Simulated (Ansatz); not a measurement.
# BClFH2: the cost of one run

Method: UKS B3LYP-D4/def2-SVP, in Ansatz 0.2.0.

## Step 1: The starting structure

Bond lengths: B1–F3 1.320 Å, B1–Cl4 1.860 Å. Angles: F3–B1–Cl4 120.0°.

Structure file:

```xyz
5

B     0.0000    0.0000    0.0000
H     0.0000    0.0000    1.4400
F     1.1431    0.0000   -0.6600
Cl   -1.6108    0.0000   -0.9300
H     0.0000    0.0000    2.4000
```

## Step 2: A restrained relaxation towards end A

Springs on the bonds that form and break draw the guess towards this end; the thresholds are loose.

Contents of input.yaml:

```yaml
crystal:
  periodic: [false, false, false]
  atoms:
    - { symbol: B, position_ang: [0.0, 0.0, 0.0] }
    - { symbol: H, position_ang: [0.0, 0.0, 1.44] }
    - { symbol: F, position_ang: [1.1431, 0.0, -0.66] }
    - { symbol: Cl, position_ang: [-1.6108, 0.0, -0.93] }
    - { symbol: H, position_ang: [0.0, 0.0, 2.4] }
magnetization:
  spin_polarized: true
  initial_magnetization: 1
basis:
  gaussian: { orbitals: def2-SVP }
hamiltonian:
  xc: b3lyp
  dispersion: d4
relax:
  f_tol: 0.15
  max_steps: 25
  restrain:
    - { distance: [1, 4], at: 1.86, k: 30.0 }
    - { distance: [0, 1], at: 1.19, k: 30.0 }
output:
  orbitals: {}
```

Command:

```bash
> ansatz run input.yaml --threads 1 --pin off --max-ram 2048MiB --backend cpu --events-out ev --progress --plain --runs-dir out
```

What time and memory should one allow on 1 thread of Arm Neoverse V2, shared host?

About 11 s, with a peak of 0.14 GiB.
